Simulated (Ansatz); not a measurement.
Rhombohedral A7 Sb was calculated with r²SCAN+SOC (Ansatz, an electronic-structure program, plane waves, PAW).

Numerical settings: plane-wave cutoff 560 eV, 16×16×16 k mesh, Fermi–Dirac smearing 0.05 eV, PAW data made under PBE.

Shape and atoms are relaxed at each volume.

Pressure at four volumes; x = ln(V/31.655 Å³). One pressure is withheld.

```csv
V (Å³/atom),x,P (GPa)
30.389,-0.0408,1.362
31.655,0.0000,-0.001
32.289,0.0198,-0.493
32.922,0.0392,?
```

Q: Pass a parabola P(x) through the three rows shown, estimate the bulk modulus and its pressure derivative near zero pressure, and predict the withheld pressure.

A: Slopes between the rows: (-0.001 − (1.362))/(0.0000 − (-0.0408)) = -33.41 and (-0.493 − (-0.001))/(0.0198 − (0.0000)) = -24.85 GPa. Their difference over the span 0.0606 is c = 8.56/0.0606 = 141.3 GPa, so P(x) = 1.362 + (-33.41)(x − (-0.0408)) + 141.3 (x − (-0.0408))(x − (0.0000)). At the middle row B = −dP/dx = −[-33.41 + 141.3 × 0.0408] = 27.6 GPa, and B′ = dB/dP = 2c/B = 10.2. At x = 0.0392 the parabola gives -0.868 GPa; the run gives -0.886 GPa. The Birch–Murnaghan fit to the energies at all volumes has B0 = 27.5 GPa and B′ = 9.4.

Measured, for comparison: bulk modulus 39.5 GPa (copied from a table, unchecked, extrapolated to 0 K and zero-point effects removed; as tabulated in Lejaeghere et al. (2013), arXiv:1204.2733). Computed (rounded) less measured: bulk modulus not scored (unchecked).

Note: the cell comes from a level without a dispersion term, which matters for the spacing of layers, chains or molecules; the bulk modulus comes from volumes at which shape and atoms were relaxed.
